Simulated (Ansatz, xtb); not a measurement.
## Isomers of BH3Si2 in order of energy

6 gas-phase structures of BH3Si2, found in a search over its isomers (lower ones may exist). Each was relaxed with GFN2-xTB:

A. `[Si]=B[SiH3]`, a triplet
B. a singlet given by its coordinates
C. a singlet given by its coordinates
D. `[SiH]B=[SiH2]`, a singlet
E. `[H]/B=[SiH]\[SiH]`, a triplet
F. `[SiH]B=[SiH2]`, a triplet

B (Å):

```yaml
atoms:
  - { symbol: B, position_ang: [-1.6626, 2.0575, 0.6015] }
  - { symbol: Si, position_ang: [-1.3558, 1.3584, -1.1400] }
  - { symbol: Si, position_ang: [-2.9198, 0.6632, 0.3002] }
  - { symbol: H, position_ang: [-1.2957, 2.8519, 1.3822] }
  - { symbol: H, position_ang: [-0.6563, 1.2937, -2.4483] }
  - { symbol: H, position_ang: [-4.0540, -0.2153, 0.6836] }
```

Close contacts (Å): B1–Si2 1.90, B1–Si3 1.90, Si2–Si3 2.24, B1–H4 1.17, Si2–H5 1.49, Si3–H6 1.49.

C (Å):

```xyz
6

B    -1.2711   -0.5794    0.3860
Si    0.4431    0.0673   -0.3788
Si    2.2575    0.7773   -1.3917
H    -1.6990    0.2351    1.1690
H    -2.0291   -0.7008   -0.5505
H    -1.0983   -1.6443    0.9293
```

Close contacts (Å): B1–Si2 1.99, Si2–Si3 2.20, B1–H4 1.21, B1–H5 1.21, B1–H6 1.21.

**Question.** Make a reasoned guess at their ranking by r2SCAN-D4/def2-SVP//GFN2-xTB single-point energy.

**Answer.** Calculated order at r2SCAN-D4/def2-SVP//GFN2-xTB: B (0.000), A (1.148), D (1.818), F (1.910), C (2.084), E (2.585) eV.

Energies above the lowest of each column, in eV (a dash: not run or not comparable):

| structure | GFN2-xTB | HF/STO-3G | r2SCAN-D4/def2-SVP//GFN2-xTB |
| --- | --- | --- | --- |
| B | 1.005 | 0.845 | 0.000 |
| A | – | 0.000 | 1.148 |
| D | 0.739 | 3.543 | 1.818 |
| F | – | 1.754 | 1.910 |
| C | 0.000 | 1.600 | 2.084 |
| E | – | 1.411 | 2.585 |

r2SCAN-D4/def2-SVP//GFN2-xTB puts B lowest; GFN2-xTB picks C, HF/STO-3G picks A. Some further structures that were screened fall inside this span and aren't listed. Flexible structures stand in one conformer each, not always the lowest. Frequencies (r2SCAN-D4/def2-SVP) were run for B alone. GFN2-xTB has no spin polarisation and isn't compared across spin states. Open shells are spin-unrestricted, some with notable spin contamination.

Programs: Ansatz 0.2.0, xtb 6.7.1.
